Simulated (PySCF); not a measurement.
Molecule: SMILES C#C[N+]#[C-], C₃HN.

Atoms are numbered as in `[C-:1]#[N+:2][C:3]#[CH:4]` (H(Xn): hydrogen on atom n).

Spin–spin couplings on one PBE0-D3(BJ)/def2-SVP geometry, PySCF, gas phase, non-relativistic, equivalent pairs averaged; isotopes 13C, 1H, 15N; functional B3LYP.

**Question.** How do the couplings (Hz) change with the basis set? Times are CPU seconds on shared hosts with different chips, so compare them loosely. Far from the basis limit: 6-31G-J, pcJ-0, 6-31G*, def2-TZVP, cc-pVTZ.

**Answer.** 
```tsv
basis set	functions	1J(C4,H(C4))	1J(C3,C4)	1J(N2,C3)	1J(C1,N2)	2J(C3,H(C4))	2J(C1,C3)	2J(N2,C4)	core-s
6-31G-J	52	310.4	266.7	-60.8	4.1	61.1	-12.9	-4.3	2.2
pcJ-0	55	282.2	224.5	-42.2	29.6	47.0	-15.6	1.0	2.1
6-31G*	58	262.5	246.0	-52.9	-5.3	40.4	-10.6	-1.4	3.6
pcJ-1	118	297.8	268.7	-59.3	-7.6	62.6	-11.0	-4.5	4.7
def2-TZVP	130	282.9	266.6	-60.2	-4.7	60.8	-10.6	-5.3	8.7
cc-pVTZ	134	284.6	349.1	-56.4	-33.6	61.5	-5.3	-5.3	8.9
aug-cc-pVTZ-J	204	304.5	263.3	-59.4	-6.5	65.5	-10.7	-4.9	11
pcJ-2	228	300.8	260.6	-58.4	-6.8	64.9	-10.8	-4.6	12
```

The Fermi-contact term samples the wavefunction at the nucleus, which is why sets with added tight s functions (names with J) are made for couplings.
